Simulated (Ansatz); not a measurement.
**AlPS (singlet): geometry optimisation**

Aim: relax a generated start of AlPS (singlet) and see which bonds hold.

The runs use Ansatz 0.2.0, Gaussian basis; RKS PBE0/def2-TZVP.

### Step 1. Starting geometry

3 atoms, charge 0, spin multiplicity 1.

Atoms are counted from 1 here; the program's logs count them from 0.

Bond lengths: P1–Al2 2.241 Å, Al2–S3 2.105 Å. Angles: P1–Al2–S3 180.0°.

The start was built by rule and, where that kept it together, relaxed with GFN2-xTB. Sticks and bond lists go by distance. 

### Step 2. Relaxation

File in.yaml:

```yaml
crystal:
  periodic: [false, false, false]
  atoms:
    - {symbol: P, position_ang: [0.000000, 0.000000, -2.195714]}
    - {symbol: Al, position_ang: [0.000000, 0.000000, 0.045465]}
    - {symbol: S, position_ang: [0.000000, 0.000000, 2.150249]}
basis:
  gaussian: {orbitals: def2-TZVP}
hamiltonian: {xc: pbe0}
relax: {f_tol: 0.004, max_steps: 80}
```

Launch:

```sh
> ansatz run in.yaml --threads 1 --pin off --events-out ev --progress --plain --max-ram 2176MiB
```

**Question.** What will these runs give? Wanted: energy gained; shift from the start; total energy; dipole moment.

**Answer**, as computed:

| quantity | value |
| --- | --- |
| steps | 4 |
| energy gained | 0.052 eV |
| shift from the start (rms) | 0.034 Å |
| total energy | -26709.4490 eV |
| dipole moment | 2.71 D |

What this shows: The bonds of the start are those of the end. Al2–S3 went from 2.105 to 2.032 Å. No vibrations were run, so this is a stationary point, not a proven minimum, and this spin need not be the ground state's.
